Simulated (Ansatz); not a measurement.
Wavefunction ladder for `C[C](C)C` radical

```xyz
13

C    -0.862    0.759    0.926
C    -0.095    0.085   -0.152
C    -0.436   -1.318   -0.499
C     1.259    0.594   -0.490
H    -0.751    1.846    0.883
H    -1.928    0.519    0.876
H    -0.517    0.449    1.928
H    -0.046   -1.599   -1.481
H    -0.008   -2.034    0.225
H    -1.517   -1.485   -0.497
H     2.017    0.251    0.235
H     1.294    1.687   -0.483
H     1.589    0.245   -1.472
```

The species carries charge 0 and has multiplicity 2. The geometry is a stationary point of PBE0-D4/def2-TZVP. Frozen core, unrestricted reference, Ansatz. CBS rows extrapolate triple and quadruple zeta; past MP2 they add the triple-zeta difference.

| basis | HF (Eh) | MP2 corr. |
| --- | --- | --- |
| def2-SVP | -156.56557 | -0.55482 |
| def2-TZVPP | -156.73463 | -0.67874 |
| def2-QZVPP | -156.74218 | -0.72158 |

Q: Estimate the CCSD correlation energy and the (T) correction in each basis where they were run (hartree).

A: 
| basis | CCSD corr. | (T) |
| --- | --- | --- |
| def2-SVP | -0.61596 | -0.01730 |
| def2-TZVPP | -0.73143 | -0.02721 |
| CBS(def2) | -0.80600 | as TZ |
